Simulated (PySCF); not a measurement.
# BSH: relaxation and vibrations of the singlet

The task is one start of a wider search on BSH: the singlet, from a linear start. It is relaxed, tested by its Hessian and followed downhill if it is a saddle.

Method: PBE, basis B def2-TZVP, S def2-TZVP, H def2-TZVP, no relativity, density fitting; program: PySCF 2.14.0.

### 1 Where the work starts

3 atoms, charge 0, spin multiplicity 1.

Bond lengths: B1–S2 1.720 Å, B1–H3 1.170 Å. Angles: S2–B1–H3 180.0°.

```xyz
3
charge 0 multiplicity 1
B     0.0000    0.0000    0.0000
S     0.0000    0.0000   -1.7200
H     0.0000    0.0000    1.1700
```

### 2 First SCF at the start

One driver script runs all steps and calls PySCF; scf.py shows how it sets up the SCF of each step. The optimiser is the driver's own. After this first run the driver tries any further starts and a stability analysis.

Contents of scf.py:

```python
from pyscf import gto, scf, dft
mol = gto.M(atom='''
B      0.000000     0.000000     0.000000
S      0.000000     0.000000    -1.720000
H      0.000000     0.000000     1.170000''',
    basis={'B': 'def2-TZVP', 'S': 'def2-TZVP', 'H': 'def2-TZVP'},
    charge=0, spin=0)
mf = dft.RKS(mol, xc='PBE')
mf.grids.atom_grid = (50, 194)
aux = {'B': 'def2-universal-JKFIT', 'S': 'def2-universal-JKFIT', 'H': 'def2-universal-JKFIT'}
mf = mf.density_fit(auxbasis=aux)
mf.conv_tol = 1e-08
mf.diis_space = 10
mf.max_cycle = 60
mf.init_guess = 'minao'
mf.verbose = 4
mf.kernel()
```

Started as:

```sh
$ OMP_NUM_THREADS=2 python axn.py task.json out
```

Standard output:

```text
init E= -423.414317371182
  HOMO = -0.305860931367901  LUMO = -0.113285308607338  gap/eV = 5.24025
cycle= 1 E= -423.424581874993  delta_E= -0.0103  |g|= 0.248  |ddm|= 1.42
  HOMO = -0.217459962056116  LUMO = -0.0770527522939081  gap/eV = 3.82067
cycle= 2 E= -423.224426876367  delta_E=  0.2  |g|= 0.813  |ddm|= 0.765
  HOMO = -0.243921871334135  LUMO = -0.0764961443130663  gap/eV = 4.55589
cycle= 3 E= -423.438914988106  delta_E= -0.214  |g|= 0.15  |ddm|= 0.606
  HOMO = -0.261165225696719  LUMO = -0.0941335640438619  gap/eV = 4.54516
cycle= 4 E= -423.445648018826  delta_E= -0.00673  |g|= 0.0558  |ddm|= 0.165
  HOMO = -0.260671318569752  LUMO = -0.0930510709235721  gap/eV = 4.56118
cycle= 5 E= -423.446717759303  delta_E= -0.00107  |g|= 0.00612  |ddm|= 0.0367
  HOMO = -0.260633605044451  LUMO = -0.0925822052448393  gap/eV = 4.57291
cycle= 6 E= -423.446732773196  delta_E= -1.5e-05  |g|= 0.000457  |ddm|= 0.00525
  HOMO = -0.260690700045947  LUMO = -0.0926529235510178  gap/eV = 4.57254
cycle= 7 E= -423.446732825635  delta_E= -5.24e-08  |g|= 3.87e-05  |ddm|= 0.000488
  HOMO = -0.260691030041128  LUMO = -0.0926489627813428  gap/eV = 4.57266
cycle= 8 E= -423.446732825977  delta_E= -3.41e-10  |g|= 5.54e-06  |ddm|= 3.69e-05
  HOMO = -0.260690872553274  LUMO = -0.0926498822416648  gap/eV = 4.57263
Extra cycle  E= -423.446732825922  delta_E= 5.5e-11  |g|= 1.34e-05  |ddm|= 1.42e-05
converged SCF energy = -423.446732825922
```

This step, with its further starts and checks, needed 4.4 s of wall time on 2 threads of Arm Neoverse N1, shared host.

No lower closed-shell solution turned up in the test of internal stability.

### 3 Relaxing the singlet from the linear start

The program finds C∞v symmetry in the start, which this walk keeps.

Edit scf.py of step 2 so:

```diff
@@ -3,3 +3,3 @@
-B      0.000000     0.000000     0.000000
-S      0.000000     0.000000    -1.720000
-H      0.000000     0.000000     1.170000''',
+B      0.000000    -0.000000     1.223319
+S      0.000000     0.000000    -0.496681
+H      0.000000    -0.000000     2.393319''',
@@ -15 +14,0 @@
-mf.init_guess = 'minao'
```

The optimiser's trace:

```csv
step,energy (Eh),change (kJ/mol),largest symmetric gradient (Eh/bohr)
0,-423.446733,0.00,0.07990
1,-423.454815,-21.22,0.02163
2,-423.455176,-22.17,0.00532
3,-423.455207,-22.25,0.00030
4,-423.455207,-22.25,0.00003
```

The walk took 4.4 s.

Positions (Å) and forces (eV/Å) along the way:

```
step 0
B    0.000   0.000   1.223   0.000   0.000  -4.109
S    0.000   0.000  -0.497   0.000   0.000   3.777
H    0.000   0.000   2.393   0.000   0.000   0.332
step 1
B    0.000   0.000   1.174   0.000   0.000   1.112
S    0.000   0.000  -0.414   0.000   0.000  -0.998
H    0.000   0.000   2.359   0.000   0.000  -0.114
step 2
B    0.000   0.000   1.185   0.000   0.000  -0.266
S    0.000   0.000  -0.431   0.000   0.000   0.274
H    0.000   0.000   2.366   0.000   0.000  -0.007
step 3
B    0.000   0.000   1.183   0.000   0.000  -0.008
S    0.000   0.000  -0.427   0.000   0.000   0.015
H    0.000   0.000   2.364   0.000   0.000  -0.007
step 4
B    0.000   0.000   1.183   0.000   0.000   0.002
S    0.000   0.000  -0.426   0.000   0.000   0.000
H    0.000   0.000   2.364   0.000   0.000  -0.002
```

After 4 steps and 22.3 kJ/mol it ends at C∞v: B–H 1.181 Å, B–S 1.609 Å; H–B–S 180.0°.

### 4 Is it a minimum? Harmonic modes

On the finer grid the gradient is checked again; gradients at displacements of ±0.02 bohr then give force constants and infrared intensities.

Edit scf.py of step 3 so:

```diff
@@ -3,3 +3,3 @@
-B      0.000000    -0.000000     1.223319
-S      0.000000     0.000000    -0.496681
-H      0.000000    -0.000000     2.393319''',
+B     -0.000000    -0.000000     1.142566
+S      0.000000     0.000000    -0.466674
+H     -0.000000    -0.000000     2.323509''',
@@ -9 +9 @@
-mf.grids.atom_grid = (50, 194)
+mf.grids.atom_grid = (75, 302)
@@ -12 +12 @@
-mf.conv_tol = 1e-08
+mf.conv_tol = 1e-10
```

The driver hands on the density of the step before, so the log starts near convergence.

Log of the central SCF (cycles and frontier levels):

```text
init E= -423.455210955245
  HOMO = -0.271043403652507  LUMO = -0.0788643792781693  gap/eV = 5.22946
cycle= 1 E= -423.455210955239  delta_E= 6.03e-12  |g|= 4.9e-06  |ddm|= 4.55e-06
  HOMO = -0.271043730320894  LUMO = -0.0788638707288958  gap/eV = 5.22948
Extra cycle  E= -423.455210955158  delta_E= 8.05e-11  |g|= 1.61e-05  |ddm|= 1.48e-05
converged SCF energy = -423.455210955158
```

The whole step took 13 s.

Geometry: C∞v; B–H 1.181 Å, B–S 1.609 Å; H–B–S 180.0°.

Harmonic modes (main isotopes):

```
symmetry  ω (cm⁻¹)  IR (km/mol)
       π       699          0.0
      σ+      1167         40.4
      σ+      2772         17.3
```

Every mode is real; the point is a minimum.

Constants and moments:

```
Dipole moment                                                   : 1.24 D
Highest occupied level                                          : -7.38 eV
Lowest empty level                                              : -2.15 eV
Rotational constants                                            : 0.6296 cm⁻¹
Zero-point energy                                               : 31.9 kJ/mol
Principal polarisabilities                                      : 24.5, 24.5, 44.7 bohr³
Atomisation energy without zero-point energy                    : 1069 kJ/mol
Principal traceless quadrupole moments about the centre of mass : -1.69, -1.69, 3.37 D Å
Entropy at 298.15 K and 1 bar                                   : 215.3 J/(mol K)
Heat capacity Cp at 298.15 K                                    : 37.0 J/(mol K)
Enthalpy at 298.15 K above 0 K                                  : 9.32 kJ/mol
Rotational symmetry number                                      : 1
```

Populations by atom (charges in e):

| atom | Mulliken | Löwdin | polar tensor | Mayer order to B1 |
| --- | --- | --- | --- | --- |
| B1 | -0.01 | -0.65 | 0.31 | – |
| S2 | -0.09 | 0.60 | -0.30 | 2.58 |
| H3 | 0.10 | 0.05 | -0.01 | 0.97 |

Mulliken populations on B1: s 3.08, p 1.84, d 0.07, f 0.01.

### 5 Summary of results

| quantity | value |
| --- | --- |
| minimum | singlet, C∞v |
| geometry | B–H 1.181 Å, B–S 1.609 Å; H–B–S 180.0° |
| wavenumbers (cm⁻¹) | 699 (π), 1167 (σ+), 2772 (σ+) |
| dipole moment | 1.24 D |
| highest occupied, lowest empty level | -7.38, -2.15 eV |
| polar-tensor charge of B1 | +0.31 e |
| zero-point energy | 31.9 kJ/mol |
| entropy at 298.15 K | 215.3 J/(mol K) |
| atomisation energy (no zero-point energy) | 1069 kJ/mol |

**Reading.** The molecule stays C∞v, as typed, and the end point is a minimum. The strongest infrared band lies at 1167 cm⁻¹ (σ+, stretch). Other starts or spin states, not run here, may lie lower.

The search up to here took 22 s.
